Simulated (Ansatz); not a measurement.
B₂H₅ (charge -1), SMILES B[BH3-], a nudged elastic band for an internal rotation

Program: the Ansatz DFT code, driven from Python.

At the Python prompt:
```pycon
>>> import warnings
>>> import ansatz as az
>>> import numpy as np
>>> warnings.simplefilter("ignore", az.DeckWarning)
>>> mol = (
...     az.Crystal.molecule()
...     .atom("B", [0.9476, 0.1068, 0.0053])
...     .atom("B", [-0.7081, -0.0806, -0.0041])
...     .atom("H", [1.6509, -0.8325, -0.1297])
...     .atom("H", [1.4188, 1.1805, 0.1472])
...     .atom("H", [-1.1557, 0.2965, 1.0332])
...     .atom("H", [-0.979, -1.2303, -0.1583])
...     .atom("H", [-1.1745, 0.5594, -0.8937])
... )
>>> calculation = mol.calculation().basis(gaussian="6-31G*").functional("hf").charge(-1)
>>> symbols = [site.symbol for site in mol.cartesian_sites]
>>> start = np.array([site.position_ang for site in mol.cartesian_sites], dtype=float)
>>> rep = calculation.relax(force_tolerance=0.005).run(threads=1).report
>>> end = np.array(rep["positions_ang"])
>>> # a third of a turn moves each of the three like atoms to the place of the next
>>> first, second, third = [4, 5, 6]
>>> turned = end.copy()
>>> turned[[first, second, third]] = end[[second, third, first]]
>>> listed = lambda xyz: [{"symbol": s, "position_ang": p.tolist()} for s, p in zip(symbols, xyz)]
>>> deck = calculation.input().to_dict()
>>> deck["crystal"]["atoms"] = listed(end)
>>> deck["neb"] = {"final_atoms": listed(turned), "images": 5, "initial_path": "idpp", "f_tol": 0.03, "max_iterations": 40}
>>> rounds = []
>>> band = az.Session.from_dict(deck).plan().execute(on_event=lambda e: rounds.append(e["data"]) if e["event"] == "neb_iteration" else None)
>>> for each in rounds:
...     print(f"round {each['iteration']:2d}  largest band force {each['band_force_max_ev_ang']:.4f} eV/A")
...
round  1  largest band force 0.4057 eV/A
round  2  largest band force 0.2004 eV/A
round  3  largest band force 1.0195 eV/A
round  4  largest band force 0.4206 eV/A
round  5  largest band force 0.2692 eV/A
round  6  largest band force 0.0732 eV/A
round  7  largest band force 0.0368 eV/A
round  8  largest band force 0.0052 eV/A
>>> images = rounds[-1]["images"]
>>> for image in images:
...     print(f"s = {image['path_coordinate_ang']:6.3f} A   {(image['lagrangian_ev'] - images[0]['lagrangian_ev']):8.3f} eV")
...
s =  0.000 A      0.000 eV
s =  0.429 A     -0.013 eV
s =  0.857 A     -0.014 eV
s =  1.286 A     -0.000 eV
s =  1.731 A     -0.012 eV
s =  2.175 A     -0.014 eV
s =  2.620 A      0.000 eV
```

The energies are electronic: no zero-point or thermal terms, and the basis set is short of its limit. Anions want diffuse functions, which this basis lacks. It ran for 36 s on 1 thread of Arm Neoverse N1, on a shared host, peak memory 0.16 GiB.
